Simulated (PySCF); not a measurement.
# ClF: from the state search to spectroscopic constants

An exercise on one series of results from a longer session: the logs are not shown, and one member is left open.

Program: PySCF 2.14.0. Level of theory: Cl x2c-SVPall, F x2c-SVPall, spin-free X2C with a Gaussian nucleus. These are calculated values, not measurements.

Set-up of the first run:

Settings of the job:

```
atoms                         : Cl, F
charge                        : 0
basis                         : Cl x2c-SVPall, F x2c-SVPall
Hamiltonian                   : spin-free X2C with a Gaussian nucleus
basis functions               : 32
electrons treated             : 26
masses in u                   : 34.9689, 18.9984
levels                        : PBE0, PBE, r²SCAN, TPSSh, PW91, BLYP, HF, MP2, SCS-MP2, CCSD, CCSD(T)
grid                          : 80 radial by 434 angular points
occupations                   : held fixed by the projection of orbital angular momentum
dissociation limit            : Cl + F, each in its ground configuration
starting distance in angstrom : 1.585
values of 2S to try           : 0, 2
```

On the command line:

```
$ OMP_NUM_THREADS=1 python dia.py task.json out
```

Among the steps run: Input; The PBE0 curve of the state that the search chose; Higher solutions at PBE0; PBE (GGA); r²SCAN (meta-GGA); TPSSh (hybrid meta-GGA); PW91; BLYP (GGA); RHF (mean field); MP2 and coupled cluster.

One of the session's tables, all rows but one given; the rest of the session is left out.

Energy (eV) from each level's lowest point:

| R (Å) | RHF | RHF-MP2 | RHF-SCS-MP2 | RHF-CCSD | RHF-CCSD(T) |
| --- | --- | --- | --- | --- | --- |
| 1.416 | 1.020 | 1.346 | 1.383 | n/a | n/a |
| 1.481 | 0.398 | 0.627 | 0.655 | 0.637 | 0.678 |
| 1.547 | 0.085 | 0.219 | 0.237 | 0.226 | 0.256 |
| 1.597 | 0.000 | 0.062 | 0.072 | 0.066 | 0.086 |
| 1.646 | 0.010 | 0.000 | 0.000 | 0.000 | 0.008 |
| 1.695 | 0.093 | 0.010 | 0.000 | 0.005 | 0.000 |
| 1.761 | 0.287 | 0.105 | 0.080 | 0.090 | 0.066 |
| 1.843 | ? | ? | ? | ? | ? |
| 1.942 | 1.102 | 0.631 | 0.559 | 0.574 | 0.478 |
| 2.074 | 1.809 | 1.104 | 0.993 | n/a | n/a |

Estimate the missing values for R (Å) = 1.843.

Worked estimate for «RHF». A straight line through the neighbours (1.761, 0.287) and (1.942, 1.102) gives 0.287 + (1.102 − 0.287) × (1.843 − 1.761) / (1.942 − 1.761) = 0.656; a parabola fitted to 4 rows on both sides gives 0.631.

As computed: RHF: 0.621; RHF-MP2: 0.311; RHF-SCS-MP2: 0.266; RHF-CCSD: 0.279; RHF-CCSD(T): 0.226. In «RHF» the line misses by +0.035 and the parabola by +0.010.
